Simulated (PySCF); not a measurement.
Compound: F₂.
SMILES: `FF`

Theory: CAM-B3LYP/def2-SVPD in PySCF (dipole) on a GFN2-xTB geometry, gas phase.

Masses are those of the commonest isotopes; rigid-rotor values at the optimised geometry. 

Problem. What are the moment of inertia and the rotational constant?

Solution. I = 18.710 u·Å², B = 505379 MHz·u·Å²/I = 27012 MHz (0.9010 cm⁻¹, or 1.296 K as hB/k). For two atoms I = μr² with μ = 9.4992 u and r = 1.4034 Å.

Problem. List the first levels of a rigid rotor in a Σ state.

Solution. E(J) = BJ(J+1): J = 1: 1.802, J = 2: 5.406, J = 3: 10.812, J = 4: 18.020, J = 5: 27.030, J = 6: 37.842 cm⁻¹.

Problem. Has it a pure rotational spectrum?

Solution. Not by electric dipole: D∞h allows no dipole (computed 0.00 D). Rotational Raman lines (ΔJ = 2) lie at B(4J + 6), spaced by 4B = 3.604 cm⁻¹, with nuclear-spin weights that differ between even and odd J.

Problem. Estimate the classical rotational partition function at 10 K, 25 K and 500 K.

Solution. Point group D∞h, symmetry number σ = 2; q = kT/(σhB), k/h = 20836.6 MHz/K: 3.9 at 10 K, 9.6 at 25 K, 193 at 500 K.

GFN2-xTB frequencies: not computed here. Constants of a rigid frame at the computed geometry: no zero-point averaging, no centrifugal distortion.

Time: 0.9 s. Hardware: Arm Neoverse V1, one thread, no GPU (shared host). This is the CAM-B3LYP/def2-SVPD job that gave the dipole, with the excitations it also computed.
